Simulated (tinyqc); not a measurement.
A ladder of methods, and size consistency: correlation methods against full CI in the sto-6g basis, for NH3, spin multiplicity 1. Computed by the program tinyqc with PySCF. All electrons correlated; +Q is the Davidson correction (1 - c0^2) E_corr. The last columns treat two copies 100 angstrom apart as one system. FCI is the lowest singlet.

Geometry (angstrom):
```
atom,x,y,z
N,0.0000,0.0000,0.1660
H,0.9290,0.0000,0.0000
H,-0.4650,0.8050,0.0000
H,-0.4650,-0.8050,0.0000
```

RHF energy of one = -55.963369 hartree

Correlation energies (hartree):
```
method,E_corr of one,share of FCI (%),E_corr of two at 100 angstrom,two minus twice one (mhartree)
MP2,-0.039645,73.4698,-0.079290,0.0000
CISD,-0.052925,98.0802,-0.103442,2.4082
CISD+Q,-0.054187,100.4181,-0.108042,0.3318
CCSD,-0.053749,99.6076,-0.107499,0.0000
CCSD(T),-0.053886,99.8602,-0.107771,0.0000
FCI,-0.053961,100.0000,-,-
```

What does the comparison show, and why?

MP2 recovers 73 %, CISD 98.1 % and CCSD 99.6 % of the FCI value (c0^2 = 0.976 in CISD). MP2 and coupled cluster are size consistent, so their last column vanishes; CISD loses 2.41 mhartree, since a double excitation on each copy is a quadruple of the pair, and the Davidson correction leaves +0.33.
